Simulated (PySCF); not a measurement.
# Heteronuclear NMR

Geometry (Å), atoms numbered from 1 in this order:
```xyz
8

P     1.668   -0.147   -0.257
P    -0.015   -0.473    1.164
P    -1.600   -0.298   -0.391
H     1.591    1.269   -0.152
H     2.660   -0.221    0.759
H     0.054   -1.888    1.025
H    -1.692    1.115   -0.259
H    -2.659   -0.506    0.536
```

[PySCF: B97-2/pcSseg-2 with gauge-including orbitals; geometry from PBE0-D3(BJ)/def2-TZVP; isolated molecule; non-relativistic; one computed conformer; rapidly exchanging positions averaged]

Question: What are the ³¹P shifts?

Answer: 
| atoms | environment | σ (ppm) | δ (ppm) |
| --- | --- | --- | --- |
| P2 | phosphorus bonded to 2 P, H | 471.3 | -145.7 |
| P1/P3 | phosphorus bonded to P, 2 H | 508.3 | -180.6 |

Shieldings were converted by a linear fit to measured shifts: ³¹P: δ = 298.23 − 0.942σ (rms 13.4 ppm, 45 shifts, 16.3 ppm with the 1 outlier that the fit left out vs H3PO4, solution or neat liquid). A few per cent of atoms miss by over 2 rms, more outside the fitted compound classes.

On a 300 MHz spectrometer ³¹P resonates near 121.4 MHz, so 1 ppm is 121.4 Hz.
